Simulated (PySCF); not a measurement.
**Stationary points of [S3]+**

Computed with PySCF, PBE0, basis S def2-TZVP (no relativity, density fitting).

Relaxations began from a few typed shapes; open shells are unrestricted. The search is not exhaustive: other isomers or separated fragments can lie lower, and high-lying points may rest on an excited occupation.

```tsv
spin	group	bonds	angles	imaginary modes (cm⁻¹)	ΔE (kJ/mol)	ΔE with ZPE (kJ/mol)
doublet	C2v	S–S 1.912 Å (×2)	S–S–S 99.9°	none	0.0	0.0
doublet	C2v	S–S 1.868 Å (×2)	S–S–S 132.8°	none	2.1	2.4
doublet	D∞h	S–S 1.858 Å (×2)	S–S–S 180.0°	1219i, 1215i	128.0	–
```

The lowest minimum found is the doublet C2v: S–S 1.912 Å (×2); S–S–S 99.9°.

The electron or spin density has lower symmetry than the nuclear frame for the doublet D∞h at 128.0 kJ/mol.
